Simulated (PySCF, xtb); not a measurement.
C2H4O2, SMILES COC=O. Other conformers were not sampled.

Harmonic wavenumbers (cm⁻¹) from GFN2-xTB (xtb) at its own minimum, in rising order: 20, 269, 368, 735, 942, 958, 1121, 1132, 1179, 1348, 1385, 1440, 1458, 1790, 2833, 2985, 2995, 3051.

Question: What does ωB97X-D3(BJ)/def2-SVP in PySCF 2.14.0 give at its own minimum? (An estimate is asked for; the answer gives what the named calculation found.)

Answer: 136, 309, 346, 796, 993, 1058, 1183, 1201, 1291, 1409, 1470, 1471, 1485, 1887, 3079, 3087, 3178, 3215. Paired by order, the mean absolute difference is 91 cm⁻¹ and the zero-point energies are 37.2 and 39.4 kcal/mol.
